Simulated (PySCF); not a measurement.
**Spin states of BF**

Unrestricted PBE0; PySCF, spin-free X2C with a Gaussian nucleus, basis sets B x2c-SVPall, F x2c-SVPall. Outer shells of the fragments: B 2s2 2p1; F 2s2 2p5.

Followed along the bond (rough minima from three points):

| 2Ms+1 | unpaired | ⟨S²⟩ at the start | R at minimum (Å) | Te (eV) |
| --- | --- | --- | --- | --- |
| 1 | none | 0.00 | 1.26 | 0.00 |
| 3 | σ ↑, π ↑ | 2.00 | 1.32 | 3.18 |

Solutions found at the starting distance of 1.430 Å, counted from the lowest of them; the search is not exhaustive and high or unbound solutions are not listed, so other states can lie among these:

| 2Ms+1 | unpaired | term | E (eV) | ⟨S²⟩ | ⟨Lz²⟩ | μ (D) |
| --- | --- | --- | --- | --- | --- | --- |
| 1 | none | ¹Σ⁺ | 0.00 | 0.00 | 0.00 | 0.33 |
| 3 | σ ↑, π ↑ | ³Π | 2.91 | 2.00 | 1.00 | -1.17 |
| 1 | σ ↓, π ↑ | mixed | 4.04 | 1.00 | 1.00 | -0.88 |
| 3 | σ ↑↑ | ³Σ⁺ | 8.24 | 2.01 | 0.00 | -2.41 |
| 3 | π ↑↑ | ³Σ⁻ | 8.44 | 2.06 | 0.00 | -2.44 |
| 3 | π ↑↑ | mixed | 9.28 | 2.01 | 2.01 | 3.93 |

A term symbol is given only where ⟨S²⟩ and ⟨Lz²⟩ are close to those of a pure state; real π, δ and φ orbitals otherwise mix terms. A positive dipole means B(−)F(+).

Q: Compare the gap between the two lowest followed solutions at the starting distance with the gap between their minima.

A: At PBE0 the second solution (triplet, unpaired electrons σ ↑, π ↑) lies +2.91 eV from the first (singlet, closed shell) at 1.430 Å and +3.18 eV at the minima; the two curves relax by different amounts, since their minima lie near 1.32 and 1.26 Å.

Counting both spins, an empty level lies below a filled one in some of these solutions, because spin and occupation are held.
